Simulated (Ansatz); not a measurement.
# C₈H₁₈: up Jacob's ladder to CCSD(T)

One table from this session's results is given with a row withheld; the runs are named, their logs left out.

The runs use Ansatz 0.2.0, Gaussian basis; functionals in def2-TZVPP, the program's frozen cores in correlated methods.

Levels to be run: PBE-D4, r2SCAN-D4, PBE0-D4, B3LYP-D4, ωB97X-V, ωB97M-V, B2PLYP; CCSD(T)/def2-TZVPP; MP2/def2-QZVPP; extrapolation to the limit.

### The geometry

All runs share one geometry, relaxed beforehand with PBE0-D4 in a triple-zeta def2 set.

SMILES `CCCCC(C)(C)C`, 26 atoms, charge 0, spin multiplicity 1.

Atoms are counted from 1 here; the program's logs count them from 0.

Bond lengths: C1–C2 1.520 Å, C1–H9 1.092 Å, C1–H10 1.092 Å, C1–H11 1.094 Å, C2–C3 1.525 Å, C2–H12 1.097 Å, C2–H13 1.095 Å, C3–C4 1.521 Å, C3–H14 1.096 Å, C3–H15 1.095 Å, C4–C5 1.536 Å, C4–H16 1.098 Å, C4–H17 1.096 Å, C5–C6 1.527 Å, C5–C7 1.527 Å, C5–C8 1.527 Å, C6–H18 1.094 Å, C6–H19 1.094 Å and more. Angles: C2–C1–H9 111.2°, C2–C1–H10 112.0°, C2–C1–H11 110.9°, H9–C1–H10 107.4°, H9–C1–H11 107.6°, H10–C1–H11 107.6°, C1–C2–C3 114.2°, C1–C2–H12 109.5°, C1–C2–H13 109.0°, C3–C2–H12 109.1°, C3–C2–H13 108.7°, H12–C2–H13 106.0°, C2–C3–C4 113.5°, C2–C3–H14 108.7°, C2–C3–H15 108.5°, C4–C3–H14 110.0°, C4–C3–H15 109.6°, H14–C3–H15 106.3° and more.

As a file:

```
C     1.5129    2.8464    0.4001
C     2.0802    1.5602   -0.1790
C     1.2970    0.3072    0.1971
C    -0.1124    0.2791   -0.3738
C    -0.9401   -0.9874   -0.1086
C    -2.3124   -0.7926   -0.7486
C    -1.1214   -1.2110    1.3906
C    -0.2774   -2.2137   -0.7311
H     2.1464    3.7024    0.1561
H     0.5131    3.0609    0.0162
H     1.4421    2.7864    1.4904
H     2.1276    1.6398   -1.2716
H     3.1146    1.4425    0.1605
H     1.2601    0.2299    1.2898
H     1.8528   -0.5679   -0.1541
H    -0.0528    0.4257   -1.4606
H    -0.6787    1.1332    0.0148
H    -2.9469   -1.6695   -0.5923
H    -2.2231   -0.6307   -1.8268
H    -2.8255    0.0737   -0.3212
H    -1.5715   -0.3348    1.8668
H    -1.7782   -2.0658    1.5753
H    -0.1702   -1.4135    1.8879
H    -0.9105   -3.0967   -0.6065
H    -0.1129   -2.0694   -1.8030
H     0.6872   -2.4345   -0.2685
```

The first run:

The input, in.yaml:

```yaml
crystal:
  periodic: [false, false, false]
  atoms:
    - {symbol: C, position_ang: [1.512929, 2.846385, 0.400109]}
    - {symbol: C, position_ang: [2.080167, 1.560174, -0.178974]}
    - {symbol: C, position_ang: [1.297025, 0.307213, 0.197150]}
    - {symbol: C, position_ang: [-0.112352, 0.279110, -0.373811]}
    - {symbol: C, position_ang: [-0.940138, -0.987381, -0.108576]}
    - {symbol: C, position_ang: [-2.312374, -0.792589, -0.748635]}
    - {symbol: C, position_ang: [-1.121411, -1.210996, 1.390562]}
    - {symbol: C, position_ang: [-0.277358, -2.213667, -0.731068]}
    - {symbol: H, position_ang: [2.146380, 3.702384, 0.156119]}
    - {symbol: H, position_ang: [0.513105, 3.060944, 0.016231]}
    - {symbol: H, position_ang: [1.442129, 2.786393, 1.490400]}
    - {symbol: H, position_ang: [2.127617, 1.639766, -1.271597]}
    - {symbol: H, position_ang: [3.114625, 1.442513, 0.160516]}
    - {symbol: H, position_ang: [1.260075, 0.229874, 1.289776]}
    - {symbol: H, position_ang: [1.852766, -0.567879, -0.154090]}
    - {symbol: H, position_ang: [-0.052828, 0.425718, -1.460561]}
    - {symbol: H, position_ang: [-0.678654, 1.133199, 0.014816]}
    - {symbol: H, position_ang: [-2.946920, -1.669543, -0.592330]}
    - {symbol: H, position_ang: [-2.223091, -0.630656, -1.826772]}
    - {symbol: H, position_ang: [-2.825546, 0.073688, -0.321169]}
    - {symbol: H, position_ang: [-1.571511, -0.334819, 1.866755]}
    - {symbol: H, position_ang: [-1.778156, -2.065768, 1.575270]}
    - {symbol: H, position_ang: [-0.170231, -1.413497, 1.887921]}
    - {symbol: H, position_ang: [-0.910481, -3.096651, -0.606452]}
    - {symbol: H, position_ang: [-0.112937, -2.069419, -1.803029]}
    - {symbol: H, position_ang: [0.687161, -2.434495, -0.268548]}
basis:
  gaussian: {orbitals: def2-TZVPP}
hamiltonian: {xc: pbe, dispersion: d4}
output: {forces: true, orbitals: {seedname: orbitals}}
```

Steps of the session up to this table: PBE-D4 (GGA); r2SCAN-D4 (meta-GGA); PBE0-D4 (hybrid); B3LYP-D4 (hybrid); ωB97X-V (range-separated); ωB97M-V (range-separated); B2PLYP (double hybrid); CCSD(T) in def2-TZVPP; MP2 in def2-QZVPP.

One table of the session follows, with a row left open; its other results are not shown here.

| method | atoms, summed (eV) | atomisation energy (kJ/mol) |
| --- | --- | --- |
| PBE-D4 | -8472.560 | 10542.9 |
| r2SCAN-D4 | ? | ? |
| PBE0-D4 | -8475.303 | 10450.7 |
| B3LYP-D4 | -8487.629 | 10384.4 |
| ωB97X-V | -8484.009 | 10391.2 |
| ωB97M-V | -8480.839 | 10405.4 |
| B2PLYP | -8478.831 | 10277.3 |
| HF/def2-TZVPP | -8450.126 | 7906.0 |
| MP2/def2-TZVPP | -8464.518 | 10257.1 |
| CCSD/def2-TZVPP | -8468.961 | 10062.0 |
| CCSD(T)/def2-TZVPP | -8469.403 | 10177.0 |
| MP2/CBS | -8466.986 | 10460.6 |
| CCSD(T)/CBS | -8471.871 | 10380.5 |

Estimate the missing values for r2SCAN-D4.

As computed: atoms, summed (eV): -8480.756; atomisation energy (kJ/mol): 10397.1. In the column «atoms, summed (eV)» it lies between ωB97M-V (-8480.839) and B2PLYP (-8478.831).

To keep in mind: Free atoms (8 C, 18 H) were run apart at each level; the atomisation energy is their sum less the molecule, without zero-point or spin-orbit terms.
